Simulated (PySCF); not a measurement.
All of these have the formula C6H8. Level of theory: PySCF, TDDFT PBE0/def2-SVPD, vertical, gas phase, core orbitals frozen in the response. Geometries: GFN2-xTB; one conformer of each isolated species. Triplets are in the Tamm–Dancoff approximation.

A. `C(C(=C)C)C#C`
B. `CC1C=CC=C1`
C. `C=C=CC(=C)C`
D. `C=CCC#CC`

Lowest singlet levels (six at most, fewer where fewer were computed) with oscillator strengths:

1. 248 nm (f 0.061); 197 nm (f 0.014); 185 nm (f 0.010); 179 nm (f 0.016); 177 nm (f 0.042); 171 nm (f 0.009); T1 3.03 eV
2. 191 nm (f 0.004); 185 nm (f 0.055); 180 nm (f 0.048); 178 nm (f 0.007); 173 nm (f 0.142); 169 nm (f 0.024); T1 4.40 eV
3. 200 nm (f 0.001); 195 nm (f 0.077); 182 nm (f 0.003); 181 nm (f 0.007); 180 nm (f 0.002); 174 nm (f 0.001); T1 4.48 eV
4. 235 nm (f 0.000); 218 nm (f 0.000); 212 nm (f 0.700); 196 nm (f 0.000); 177 nm (f 0.001); 176 nm (f 0.008); T1 3.37 eV

Question: Which spectrum belongs to which structure?

Answer: 1 = B, 2 = A, 3 = D, 4 = C.
- A: S1 at 6.49 eV, HOMO-1→LUMO (67%), HOMO-1→LUMO+3 (12%); Löwdin shares by element: HOMO carbon 81% or more (atoms not listed hold the other 19%); LUMO carbon 58% or more, hydrogen 6% or more (atoms not listed hold the other 36%); HOMO -7.39 and LUMO 0.17 eV.
- B: S1 at 5.00 eV, HOMO→LUMO (98%); Löwdin shares by element: HOMO carbon 85% or more; LUMO carbon 71% or more (atoms not listed hold the other 29%); HOMO -6.33 and LUMO -0.60 eV; point group Cs.
- C: S1 at 5.28 eV, HOMO→LUMO+1 (90%); Löwdin shares by element: HOMO carbon 82% or more (atoms not listed hold the other 18%); LUMO carbon 74% or more (atoms not listed hold the other 26%); HOMO -6.62 and LUMO -0.60 eV; point group Cs, 3 of its 6 listed states under f = 0.0005.
- D: S1 at 6.21 eV, HOMO-1→LUMO (88%); Löwdin shares by element: HOMO carbon 81% or more (atoms not listed hold the other 19%); LUMO carbon 70% or more, hydrogen 6% or more (atoms not listed hold the other 23%); HOMO -7.19 and LUMO 0.25 eV.
